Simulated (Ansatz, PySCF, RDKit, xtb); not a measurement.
# CH6Si: a search for the lowest isomer, part 2 of 2

Only the formula CH6Si is given. Aim: find the structure of lowest free energy at 298.15 K, then its properties.

xtb, Ansatz and PySCF; isolated molecules. The steps go on from the part before.

## (12) Frequencies after a tight-binding relaxation (GFN2-xTB)

Contents of start.xyz:

```xyz
8
c667
C     -0.280041    -0.143626     0.663878
Si    -0.004478     0.348640    -1.129049
H      0.428834     0.374986     1.328309
H     -0.192953     1.821110    -1.308560
H     -0.969529    -0.358158    -2.026278
H     -0.141997    -1.227692     0.800523
H      1.381833    -0.001175    -1.566860
H     -1.300260     0.112215     0.990417
```

On the command line:

```sh
xtb start.xyz --gfn 2 --ohess tight
```

Output (excerpt; [...] marks lines left out):

```text
* xtb version 6.7.1
[...]
          :  # basis functions                  20          :
[...]
          :  # electrons                        14          :
[...]
          :  Hamiltonian                  GFN2-xTB          :
[...]
          :  net charge                          0          :
          :  unpaired electrons                  0          :
[...]
   *** convergence criteria satisfied after 11 iterations ***
[...]
   *** GEOMETRY OPTIMIZATION CONVERGED AFTER 6 ITERATIONS ***
[...]
   *** convergence criteria satisfied after 3 iterations ***
[...]
         ::                     SUMMARY                     ::
         :::::::::::::::::::::::::::::::::::::::::::::::::::::
         :: total energy              -6.919628835743 Eh    ::
         :: gradient norm              0.000109131495 Eh/a0 ::
         :: HOMO-LUMO gap              6.384193181839 eV    ::
         ::.................................................::
         :: SCC energy                -7.011580346130 Eh    ::
         :: -> isotropic ES            0.012652559978 Eh    ::
         :: -> anisotropic ES          0.004368213584 Eh    ::
         :: -> anisotropic XC          0.005045652300 Eh    ::
         :: -> dispersion             -0.003078228610 Eh    ::
         :: repulsion energy           0.091951510386 Eh    ::
         :: add. restraining           0.000000000000 Eh    ::
         :: total charge              -0.000000000000 e     ::
         :::::::::::::::::::::::::::::::::::::::::::::::::::::
[...]
         7        2.0000           -0.4048336             -11.0161 (HOMO)
         8                         -0.1702188              -4.6319 (LUMO)
[...]
     #   Z          covCN         q      C6AA      α(0)
     1   6 C        3.650    -0.195    24.718     7.141
     2  14 Si       3.629     0.439    99.241    19.112
     3   1 H        0.925     0.022     2.699     2.569
     4   1 H        0.918    -0.103     5.687     3.730
     5   1 H        0.918    -0.103     5.687     3.730
     6   1 H        0.925     0.022     2.699     2.569
     7   1 H        0.918    -0.103     5.687     3.730
     8   1 H        0.925     0.022     2.699     2.569
[...]
          | TOTAL ENERGY               -6.919628835743 Eh   |
          | TOTAL ENTHALPY             -6.854594326115 Eh   |
          | TOTAL FREE ENERGY          -6.883933415159 Eh   |
          | GRADIENT NORM               0.000109137295 Eh/α |
[...]
```

Wall time 0.4 s (1 thread of AMD EPYC (Zen 3), shared host).

## (13) Electronic excitations (TD-PBE0/def2-SVPD)

An in-house driver calls PySCF's response routines at TD-PBE0/def2-SVPD; it has no typed input.

Output:

```text
coarse grid: 6432 points
cycle   1  E = -330.8467209637  dE = -2.322e-01  |g| = 2.669e-01  |ddm| = 2.646e+00
cycle   2  E = -330.8412835578  dE =  5.437e-03  |g| = 2.979e-01  |ddm| = 5.994e-01
cycle   3  E = -330.8654865465  dE = -2.420e-02  |g| = 1.551e-02  |ddm| = 2.982e-01
cycle   4  E = -330.8655715974  dE = -8.505e-05  |g| = 3.016e-03  |ddm| = 3.937e-02
cycle   5  E = -330.8655749550  dE = -3.358e-06  |g| = 6.240e-04  |ddm| = 6.527e-03
final grid: 55368 points
cycle   6  E = -330.9070581289  dE = -7.193e-06  |g| = 4.239e-03  |ddm| = 3.211e-02
cycle   7  E = -330.9070559967  dE =  2.132e-06  |g| = 5.082e-03  |ddm| = 9.064e-03
cycle   8  E = -330.9070629142  dE = -6.918e-06  |g| = 9.785e-05  |ddm| = 4.864e-03
cycle   9  E = -330.9070629181  dE = -3.845e-09  |g| = 3.058e-05  |ddm| = 2.152e-04
cycle  10  E = -330.9070629184  dE = -3.080e-10  |g| = 6.317e-06  |ddm| = 6.027e-05
converged SCF energy = -330.9070629184

Static polarisability (au): isotropic 43.271, principal 40.946 40.946 47.922

Singlet excitations
state   eV       nm        f      main configurations
  1   8.4621    146.5   0.01918   H-2->L 0.95
  2   8.4623    146.5   0.01912   H-1->L 0.95
  3   8.4703    146.4   0.07524   H->L 0.99
  4   9.1172    136.0   0.09494   H-2->L+1 0.95
  5   9.1176    136.0   0.09489   H-1->L+1 0.95
  6   9.1920    134.9   0.00000   H-2->L+2 0.48, H-1->L+3 0.48
  7   9.2679    133.8   0.24064   H->L+1 0.90
  8   9.3082    133.2   0.00531   H->L+2 0.87

Triplet excitations (Tamm-Dancoff, eV): 7.9169 7.9920 7.9923
```

Wall time 11 s (1 thread of AMD EPYC (Zen 3), shared host).

The roots found:

| excited state | energy (eV) | strength |
| --- | --- | --- |
| 1 | 8.462 | 0.0192 |
| 2 | 8.462 | 0.0191 |
| 3 | 8.470 | 0.0752 |
| 4 | 9.117 | 0.0949 |
| 5 | 9.118 | 0.0949 |
| 6 | 9.192 | 0.0000 |
| 7 | 9.268 | 0.2406 |
| 8 | 9.308 | 0.0053 |

## (14) NMR shieldings (GIAO PBE0/pcSseg-1)

An in-house driver calls PySCF's response routines at GIAO PBE0/pcSseg-1; it has no typed input.

Output:

```text
coarse grid: 6432 points
cycle   1  E = -330.9772876906  dE = -2.218e-01  |g| = 2.818e-01  |ddm| = 2.227e+00
cycle   2  E = -330.9709702795  dE =  6.317e-03  |g| = 3.166e-01  |ddm| = 4.507e-01
cycle   3  E = -330.9974013169  dE = -2.643e-02  |g| = 1.626e-02  |ddm| = 2.542e-01
cycle   4  E = -330.9974780374  dE = -7.672e-05  |g| = 3.289e-03  |ddm| = 2.117e-02
cycle   5  E = -330.9974800236  dE = -1.986e-06  |g| = 6.024e-04  |ddm| = 3.926e-03
final grid: 55368 points
cycle   6  E = -331.0086850985  dE = -7.377e-06  |g| = 4.368e-03  |ddm| = 9.367e-03
cycle   7  E = -331.0086830154  dE =  2.083e-06  |g| = 5.150e-03  |ddm| = 6.992e-03
cycle   8  E = -331.0086898618  dE = -6.846e-06  |g| = 1.930e-04  |ddm| = 3.877e-03
cycle   9  E = -331.0086898683  dE = -6.509e-09  |g| = 3.482e-05  |ddm| = 2.056e-04
cycle  10  E = -331.0086898686  dE = -2.610e-10  |g| = 7.801e-06  |ddm| = 4.935e-05
converged SCF energy = -331.0086898686

GIAO shielding tensors (ppm)
atom      isotropic    diamagn.    paramagn.     s11        s22        s33       span
  0 C      194.483     253.340     -58.858    188.651    197.398    197.399      8.749
  1 Si     421.340     878.988    -457.648    399.173    399.177    465.671     66.498
  2 H       31.056      30.440       0.616     26.670     28.129     38.369     11.699
  3 H       27.385      28.346      -0.961     24.406     25.438     32.311      7.905
  4 H       27.385      28.332      -0.947     24.406     25.438     32.311      7.905
  5 H       31.056      30.391       0.665     26.670     28.129     38.369     11.699
  6 H       27.385      28.436      -1.051     24.406     25.438     32.311      7.905
  7 H       31.056      30.076       0.980     26.670     28.129     38.369     11.699
```

Run time: 9.7 s. Hardware: 1 thread of AMD EPYC (Zen 3), shared host.

Isotropic shieldings, averaged over atoms that the bond graph makes equivalent (absolute, not shifts):

| atoms | shielding (ppm) |
| --- | --- |
| C1 | 194.5 |
| Si2 | 421.3 |
| H3, H6, H8 | 31.06 |
| H4, H5, H7 | 27.39 |

## (15) The cation at the same geometry (PBE0/def2-TZVPD)

Contents of input.yaml:

```yaml
crystal:
  periodic: [false, false, false]
  atoms:
    - symbol: C
      position_ang: [-0.280041, -0.143626, 0.663878]
    - symbol: Si
      position_ang: [-0.004478, 0.348640, -1.129049]
    - symbol: H
      position_ang: [0.428834, 0.374986, 1.328309]
    - symbol: H
      position_ang: [-0.192953, 1.821110, -1.308560]
    - symbol: H
      position_ang: [-0.969529, -0.358158, -2.026278]
    - symbol: H
      position_ang: [-0.141997, -1.227692, 0.800523]
    - symbol: H
      position_ang: [1.381833, -0.001175, -1.566860]
    - symbol: H
      position_ang: [-1.300260, 0.112215, 0.990417]
basis:
  gaussian: {orbitals: def2-TZVPD}
total_charge: 1
magnetization: {spin_polarized: true, initial_magnetization: 1}
hamiltonian: {xc: {name: PBE0}}
```

On the command line:

```sh
ansatz run input.yaml --threads 1 --pin off --max-ram 2610MiB --events-out events.jsonl --progress --plain --runs-dir runs
```

Output (excerpt; [...] marks lines left out):

```text
Warning: RAYON_NUM_THREADS=1 ignored (pool sized by the plan → 1); use --threads N
[... 2 set-up lines as earlier in the session ...]
[...]
776 factors; their error is unknown
[...]
mean field -8996.80012577 eV, -330.6263063720 hartree, gradient 9.8e-6 eV, S^2 0.754606; 6 other end points of the search recorded, 0 dependent functions left out
reference -8996.80015496 eV, -330.6263074446 hartree; 13, 12 occupied and 121, 122 virtual orbitals, 776 factors
Total energy: -8996.80015496 eV, -330.6263074446 hartree
```

Wall time 2.7 min (1 thread of AMD EPYC (Zen 3), shared host).

Difference from the parent: 11.53 eV.

## (16) The anion at the same geometry (PBE0/def2-TZVPD)

input.yaml, as its differences from that of step 15:

```diff
@@ -20,5 +20,11 @@
 basis:
-  gaussian: {orbitals: def2-TZVPD}
-total_charge: 1
-magnetization: {spin_polarized: true, initial_magnetization: 1}
-hamiltonian: {xc: {name: PBE0}}
+  gaussian:
+    orbitals: def2-TZVPD
+total_charge: -1
+magnetization:
+  spin_polarized: true
+  initial_magnetization: 1
+hamiltonian:
+  xc: pbe0
+scf:
+  lower_state_search: off
```

On the command line:

```sh
ansatz run input.yaml --threads 1 --pin off --max-ram 2610MiB --events-out events.jsonl --progress --plain --runs-dir runs
```

Output (excerpt; [...] marks lines left out):

```text
Warning: RAYON_NUM_THREADS=1 ignored (pool sized by the plan → 1); use --threads N
[... 2 set-up lines as earlier in the session ...]
[...]
776 factors; their error is unknown
[...]
mean field -9007.02701301 eV, -331.0021375458 hartree, gradient 7.6e-6 eV, S^2 0.750548; 0 other end points of the search recorded, 0 dependent functions left out
reference -9007.02704909 eV, -331.0021388717 hartree; 14, 13 occupied and 120, 121 virtual orbitals, 776 factors
Total energy: -9007.02704909 eV, -331.0021388717 hartree
Checks for a lower state left out: stability, starts, cluster_reference, orbital_swaps, neighbouring_geometries, increment
```

Run time: 12 s. Hardware: 1 thread of AMD EPYC (Zen 3), shared host.

Parent less the species with the added electron: -1.30 eV. The extra electron isn't bound at this geometry, so the number measures the basis, not the molecule.

## (17) The triplet at the same geometry (PBE0/def2-TZVPD)

Contents of input.yaml:

```yaml
basis:
  gaussian: {orbitals: def2-TZVPD}
crystal:
  periodic: [false, false, false]
  atoms:
    - {symbol: C, position_ang: [-0.280041, -0.143626, 0.663878]}
    - {symbol: Si, position_ang: [-0.004478, 0.348640, -1.129049]}
    - {symbol: H, position_ang: [0.428834, 0.374986, 1.328309]}
    - {symbol: H, position_ang: [-0.192953, 1.821110, -1.308560]}
    - {symbol: H, position_ang: [-0.969529, -0.358158, -2.026278]}
    - {symbol: H, position_ang: [-0.141997, -1.227692, 0.800523]}
    - {symbol: H, position_ang: [1.381833, -0.001175, -1.566860]}
    - {symbol: H, position_ang: [-1.300260, 0.112215, 0.990417]}
hamiltonian: {xc: {name: PBE0}}
magnetization: {spin_polarized: true, initial_magnetization: 2}
```

On the command line:

```sh
ansatz run input.yaml --threads 1 --pin off --max-ram 2610MiB --events-out events.jsonl --progress --plain --runs-dir runs
```

Output:

```text
Warning: RAYON_NUM_THREADS=1 ignored (pool sized by the plan → 1); use --threads N
[... 2 set-up lines as earlier in the session ...]
  parameter a = 0.25
  parameter kappa = 0.804
  parameter beta = 0.06672455060314922
  exchange = (1 - a)*pbe_x(kappa = kappa, mu = beta*pi^2/3) + a*exact_x
  correlation = pbe_c(beta = beta)
776 factors; their error is unknown
mean field evaluation 1: about -8993.3960 eV, gradient 3.7e1 eV
mean field evaluation 2: about -8981.2480 eV, gradient 5.3e1 eV
mean field evaluation 4: about -9000.1748 eV, gradient 4.4e0 eV
mean field evaluation 8: about -9000.3813 eV, gradient 8.9e-1 eV
mean field evaluation 16: about -9000.5683 eV, gradient 2.1e-1 eV
mean field evaluation 32: about -9000.4879 eV, gradient 6.0e-1 eV
mean field -9000.56939934 eV, -330.7648246207 hartree, gradient 1.1e-5 eV, S^2 2.004149; 6 other end points of the search recorded, 0 dependent functions left out
reference -9000.56943934 eV, -330.7648260907 hartree; 14, 12 occupied and 120, 122 virtual orbitals, 776 factors
Total energy: -9000.56943934 eV, -330.7648260907 hartree
```

It took 35 s on 1 thread of AMD EPYC (Zen 3), shared host.

It lies 7.76 eV above the singlet.

## (18) Stability of the closed-shell solution (PBE0/def2-SVP)

Contents of input.py:

```python
from pyscf import gto, dft

molecule = gto.Mole()
molecule.atom = '''
C   -0.280041  -0.143626   0.663878
Si  -0.004478   0.348640  -1.129049
H    0.428834   0.374986   1.328309
H   -0.192953   1.821110  -1.308560
H   -0.969529  -0.358158  -2.026278
H   -0.141997  -1.227692   0.800523
H    1.381833  -0.001175  -1.566860
H   -1.300260   0.112215   0.990417
'''
molecule.spin = 0
molecule.max_memory = 1860
molecule.basis = 'def2-svp'
molecule.verbose = 3
molecule.build()

mf = dft.RKS(molecule)
mf.xc = 'pbe0'
mf = mf.density_fit(auxbasis='def2-universal-jkfit')
mf.max_cycle = 100
mf.grids.level = 3
mf.kernel()
if not mf.converged:
    mf = mf.newton().run(mf.mo_coeff, mf.mo_occ)

energy = mf.e_tot
print('E = %.10f Eh' % energy)
mo_i, mo_e, stable_i, stable_e = mf.stability(internal=True, external=True, return_status=True)
print('stable: internal', stable_i, 'external', stable_e)
```

On the command line:

```sh
OMP_NUM_THREADS=1 python input.py
```

Output:

```text
converged SCF energy = -330.90376009182
E = -330.9037600918 Eh
<class 'pyscf.df.df_jk.DFRKS'> wavefunction is stable in the internal stability analysis
<class 'pyscf.df.df_jk.DFRKS'> wavefunction is stable in the real -> complex stability analysis
<class 'pyscf.df.df_jk.DFRKS'> wavefunction is stable in the RHF/RKS -> UHF/UKS stability analysis
stable: internal True external True
```

Run time: 64 s. Hardware: 1 thread of AMD EPYC (Zen 3), shared host; peak memory 0.4 GiB.

## (19) Results

What follows sums up all 2 parts.

```
                                                     quantity                                                                  value
                                       lowest structure found                                                  C[SiH3], singlet, C3v
                                                       funnel  2 starts, 1 minima at GFN2-xTB, 2 screening runs, 2 relaxed, 1 ranked
                                         CPU time of all runs                                                                9.6 min
harmonic wavenumbers, lowest and highest (r2SCAN-D4/def2-SVP)                                                      211 and 3148 cm⁻¹
                          rotational constants, same geometry                                                      1.85, 0.3613 cm⁻¹
                              dipole moment (PBE0/def2-TZVPD)                                                                 0.81 D
                                HOMO energy (PBE0/def2-TZVPD)                                                               -9.22 eV
                                LUMO energy (PBE0/def2-TZVPD)                                                                0.17 eV
                              HOMO–LUMO gap (PBE0/def2-TZVPD)                                                                9.40 eV
                        lowest excitation (TD-PBE0/def2-SVPD)                                                    8.46 eV (f = 0.019)
          lowest triplet excitation, same level, Tamm-Dancoff                                                                7.92 eV
                                   vertical ionisation energy                                                               11.53 eV
                                   vertical electron affinity                     -1.30 eV (unbound: the value depends on the basis)
                                vertical triplet less singlet                                                               +7.76 eV
```

What this shows: `C[SiH3]` comes out lowest. The largest share of the time went into the properties (31 %). Measured dipole moment: 0.735 D (NIST CCCBDB Release 22 (SRD 101), experimental dipoles); the calculated dipole moment, 0.81 D, differs by +0.08 D. Lowest found is not proven lowest: the search is finite, and each finalist counts with one conformer. Patterns outside the rules of the enumeration were met only by chance.
